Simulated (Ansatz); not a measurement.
Mulliken charges of dimethylamine (`CNC`) from PBE/def2-TZVPP in Ansatz (PBE0-D4/def2-TZVP geometry).

```
atom   x (Å)   y (Å)   z (Å)  charge (e)
  C1  -0.857   0.407  -0.749      -0.182
  N2  -0.460  -0.174   0.512      -0.239
  C3   0.946  -0.504   0.558      -0.182
  H4  -1.911   0.691  -0.714       0.088
  H5  -0.741  -0.335  -1.544       0.085
  H6  -0.268   1.295  -1.039       0.065
  H7  -0.689   0.457   1.269       0.129
  H8   1.158  -1.295  -0.167       0.085
  H9   1.207  -0.886   1.547       0.088
 H10   1.614   0.344   0.326       0.065
```

Task: By hand: the dipole of these point charges (1 e Å = 4.8032 D).

Result: Σ q r = (0.066, 0.069, -0.042) e Å, of length 0.104 e Å = 0.50 D.

Task: How does the dipole of the full density compare? (Estimate.)

Result: Ansatz gave: (0.065, 0.168, 0.028) e Å, 0.88 D; the point charges give 0.57 times that, at 39° from its direction.

Point charges leave out the atoms' own dipoles, such as those of lone pairs, and Mulliken's split depends on the basis, so the two needn't agree.
